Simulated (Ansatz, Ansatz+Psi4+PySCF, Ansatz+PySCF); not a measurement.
```yaml
atoms:
  - { symbol: C, position_ang: [-1.2115, 0.0080, 0.0004] }
  - { symbol: O, position_ang: [1.2940, -0.1087, 0.0001] }
  - { symbol: H, position_ang: [0.0095, -0.1180, 0.0028] }
  - { symbol: H, position_ang: [-1.5255, -0.2333, 1.0101] }
  - { symbol: H, position_ang: [-1.4307, 1.0332, -0.2781] }
  - { symbol: H, position_ang: [-1.5527, -0.7101, -0.7377] }
  - { symbol: H, position_ang: [1.4166, 0.8499, -0.0006] }
```

Basis set: cc-pVTZ (spherical functions). Correlated methods keep 2 orbitals frozen. Correlation on ROHF uses semicanonical orbitals with singles. Charge 0, multiplicity 2.

Computed with Ansatz (development build ahead of 0.2.0); each method stands on the lowest determinant of its kind that the runs found.

Problem. Give the atomization energy at this shape (free ground-state atoms in the same class of orbitals less the molecule, no zero-point energy) of doublet CH5O by ROHF-CCSD(T), ROHF-MP2, UHF-MP2.

Solution.

| method | atomization energy |
| --- | --- |
| ROHF-CCSD(T) | 22.05 eV |
| ROHF-MP2 | 21.92 eV |
| UHF-MP2 | 21.89 eV |
